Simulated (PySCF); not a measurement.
Gas-phase reaction: HCN + C3H6 (cyclic) ⇌ NH3 + 2 C2H2 (acetylene)

Energies from PySCF, thermal terms from the rigid-rotor harmonic-oscillator model, ideal gas at 1 bar. The comparison is the NASA 1993 polynomial table, which mixes measured and estimated data. † marks an energy on the PBE0/def2-TZVP geometry and frequencies; other levels use their own. MP2 freezes the core. 6-31G* has spherical d functions here. All species are closed-shell singlets. For this reaction the table lies outside the span of B3LYP, CCSD(T), M06-2X, MP2, PBE0, r2SCAN, ωB97M-V, ωB97X-V in their largest bases here; which side is off was not settled. MP2 isn't extrapolated to the basis-set limit.

Levels: a) HF/def2-TZVP†; b) HF/6-31G*; c) ωB97X-V/def2-TZVP†; d) LDA/def2-TZVP†; e) MP2/def2-TZVPP†.

### Question
Order the levels by the distance of their ΔH°(298 K) from the table for this reaction, closest first.

### Answer
a (+6 kJ), e (+22 kJ), c (+52 kJ), b (+63 kJ), d (+78 kJ)

The table gives 222 kJ. The order holds for this reaction alone, and for the 1993 entries, some of which have been revised since.
